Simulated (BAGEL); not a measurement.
# C2H3Al (ethynylalumane): a chain of runs

We compute the energy (HF/def2-SVP), then the energy (NEVPT2(2,2)/def2-SVP), then a single-point energy (CASPT2(2,2)/def2-SVP) of C2H3Al (ethynylalumane). 

The results are computed with BAGEL 1.2.2.

1 further run of the same task is left out (set aside as unsound or not needed).

## (1) Starting point

C2H3Al has 6 atoms, charge 0, and is taken as a singlet. As SMILES, `C#[C][AlH2]`. The Al3–H5 distance was set to 3.633 Å, away from the relaxed value. At this shape a bond of the SMILES string is far longer than usual.

Bond lengths: C1–C2 1.211 Å, C2–Al3 1.906 Å, C1–H4 1.067 Å, Al3–H6 1.580 Å. Angles: C1–C2–Al3 179.9°, C2–C1–H4 180.0°, C2–Al3–H6 118.8°.

## (2) A single-point energy at HF/def2-SVP (density fitting with svp-jkfit) (run 1)

Input file hf.json:

```json
{ "bagel": [

{
  "title": "molecule",
  "basis": "svp",
  "df_basis": "svp-jkfit",
  "angstrom": true,
  "geometry": [
    { "atom": "C", "xyz": [   -1.822263,   -2.522244,    1.243039 ] },
    { "atom": "C", "xyz": [   -1.295563,   -1.448844,    1.434939 ] },
    { "atom": "Al", "xyz": [   -0.464663,    0.239556,    1.736139 ] },
    { "atom": "H", "xyz": [   -2.286463,   -3.467744,    1.073739 ] },
    { "atom": "H", "xyz": [    1.356700,    1.804700,   -0.990500 ] },
    { "atom": "H", "xyz": [   -0.592863,    0.907356,    3.162139 ] }
  ]
},
{
  "title": "hf"
},
{
  "title": "print",
  "file": "orbitals.molden",
  "orbitals": true
}

]}
```

Run with:

```sh
$ BAGEL_NUM_THREADS=1 BAGEL hf.json > hf.out
```

What it wrote:

```text
* using 1 threads per process

  ===============================================================
  ===============================================================

  *** Geometry ***

  { "atom" : "C", "xyz" : [     -3.443578,     -4.766350,      2.349003 ] },
  { "atom" : "C", "xyz" : [     -2.448259,     -2.737918,      2.711642 ] },
  { "atom" : "Al", "xyz" : [     -0.878086,      0.452695,      3.280827 ] },
  { "atom" : "H", "xyz" : [     -4.320789,     -6.553086,      2.029073 ] },
  { "atom" : "H", "xyz" : [      2.563791,      3.410389,     -1.871774 ] },
  { "atom" : "H", "xyz" : [     -1.120349,      1.714654,      5.975577 ] },

  Number of auxiliary basis functions:      332

  Since a DF basis is specified, we compute 2- and 3-index integrals:
    o Being stored without compression. Storage requirement is 0.010 GB

  Number of basis functions:       61
  Number of electrons      :       28

    * METHOD: MOLECULE                             0.09

  *** RHF ***

  === Nuclear Repulsion ===
    66.2196713927

      * DIIS with orbital gradients will be used.

  === RHF iteration (svp) ===
      0       -318.87532422          0.01701388           0.02
      1       -318.98824698          0.00766432           0.02
      2       -319.00865120          0.00196885           0.02
[... 12 lines of this table left out ...]
     15       -319.01030530          0.00000001           0.02
    * SCF iteration converged.

    * Permanent dipole moment:
           (    1.087011,     1.150005,    -1.286743) a.u.

    * METHOD: HF                                   0.37

    * METHOD: PRINT                                0.02

  ===============================================================
```

It took 0.89 s on 1 thread of AMD EPYC 7R43 (Zen 3), shared host; peak memory 0.14 GiB.

## (3) A single-point energy at NEVPT2(2,2)/def2-SVP (density fitting with svp-jkfit) (run 2)

Input file job.json:

```json
{ "bagel" : [

{
  "title" : "molecule",
  "basis" : "svp",
  "df_basis" : "svp-jkfit",
  "angstrom" : true,
  "geometry" : [
    { "atom" : "C", "xyz" : [   -1.822263,   -2.522244,    1.243039 ] },
    { "atom" : "C", "xyz" : [   -1.295563,   -1.448844,    1.434939 ] },
    { "atom" : "Al", "xyz" : [   -0.464663,    0.239556,    1.736139 ] },
    { "atom" : "H", "xyz" : [   -2.286463,   -3.467744,    1.073739 ] },
    { "atom" : "H", "xyz" : [    1.356700,    1.804700,   -0.990500 ] },
    { "atom" : "H", "xyz" : [   -0.592863,    0.907356,    3.162139 ] }
  ]
},
{
  "title" : "hf"
},
{
  "title" : "nevpt2",
  "nstate" : 1,
  "nact" : 2,
  "nclosed" : 13,
  "active" : [14, 15],
  "maxiter" : 200,
  "natocc" : true,
  "ncore" : 7
},
{
  "title" : "print",
  "file" : "orbitals.molden",
  "orbitals" : true
}

]}
```

Run with:

```sh
$ BAGEL_NUM_THREADS=1 BAGEL job.json > job.out
```

What it wrote:

```text
* using 1 threads per process

  ===============================================================
  ===============================================================

  *** Geometry ***

[... 30 lines left out ...]
    * SCF iteration converged.
[... 1 line left out ...]
    * Permanent dipole moment:
[... 28 lines left out ...]
    * Second-order optimization converged. *
[... 9 lines left out ...]
     * ci vector, state   0, <S^2> = 0.0000
       2.     0.8391193669
       .2    -0.5439473210

  === DF-NEVPT2 calculation ===

    * 3-index integral transformation done
    * assembly done

      NEVPT2 correlation energy:   -0.2912108810      0.04

          (+0)     -0.2743398787
          (+0)'    -0.0016003261
          (+1)     -0.0045946189
          (+1)'    -0.0000000000
          (+2)     -0.0000491805
          (-1)     -0.0102575351
          (-1)'     0.0000000000
          (-2)     -0.0003693417

      NEVPT2 total energy:       -319.3857127776

    * METHOD: NEVPT2                               0.94

    * METHOD: PRINT                                0.02

  ===============================================================
```

Run time: 1.8 s. Hardware: 1 thread of AMD EPYC 7R43 (Zen 3), shared host; peak memory 0.14 GiB.

## (4) The energy at CASPT2(2,2)/def2-SVP (density fitting with svp-jkfit) (run 3)

Input file input.json:

```json
{ "bagel": [

{
  "title": "molecule",
  "basis": "svp",
  "df_basis": "svp-jkfit",
  "angstrom": true,
  "geometry": [
    { "atom": "C", "xyz": [      -1.822263,      -2.522244,       1.243039 ] },
    { "atom": "C", "xyz": [      -1.295563,      -1.448844,       1.434939 ] },
    { "atom": "Al", "xyz": [      -0.464663,       0.239556,       1.736139 ] },
    { "atom": "H", "xyz": [      -2.286463,      -3.467744,       1.073739 ] },
    { "atom": "H", "xyz": [       1.356700,       1.804700,      -0.990500 ] },
    { "atom": "H", "xyz": [      -0.592863,       0.907356,       3.162139 ] }
  ]
},

{
  "title": "hf"
},

{
  "title": "casscf",
  "nstate": 1,
  "nact": 2,
  "nclosed": 13,
  "active": [14, 15],
  "maxiter": 200,
  "natocc": true
},

{
  "title": "print",
  "file": "orbitals.molden",
  "orbitals": true
},

{
  "title": "smith",
  "method": "caspt2",
  "ms": true,
  "xms": true,
  "sssr": true,
  "shift": 0.2,
  "shift_imag": true,
  "ncore": 7
}

]}
```

Run with:

```sh
$ BAGEL_NUM_THREADS=1 BAGEL input.json > input.out
```

What it wrote:

```text
* using 1 threads per process

  ===============================================================
  ===============================================================

  *** Geometry ***

[... 32 lines left out ...]
    * Permanent dipole moment:
[... 37 lines left out ...]
     * ci vector, state   0, <S^2> = 0.0000
[... 21 lines left out ...]
       #      aibj      arbs      arbi      airj      risj      airs      arst      rist         Etot      error   time
[... 7 lines left out ...]
      ------------------------------------------------------------------------------------------------------------------

    * CASPT2 energy : state  0     -319.3879495529
        w/o shift correction       -319.3851809179
        reference weight              0.8881641323

    * METHOD: SMITH                                0.13

  ===============================================================
```

It took 1.8 s on 1 thread of AMD EPYC 7R43 (Zen 3), shared host; peak memory 0.14 GiB.

## (5) Summary of results

| quantity | value |
| --- | --- |
| run 1, HF/def2-SVP: total energy | -319.01031 Eh |
| run 1, HF/def2-SVP: dipole moment | 5.18 D |
| run 1, HF/def2-SVP: HOMO energy | -7.28 eV |
| run 1, HF/def2-SVP: LUMO energy | -0.92 eV |
| run 1, HF/def2-SVP: HOMO–LUMO gap | 6.36 eV |
| run 2, NEVPT2(2,2)/def2-SVP: total energy | -319.38571 Eh |
| run 3, CASPT2(2,2)/def2-SVP: total energy | -319.38795 Eh |

One bond (run 1, HF/def2-SVP) is far stretched, which a spin-restricted single reference describes badly; a broken-symmetry solution may lie lower.
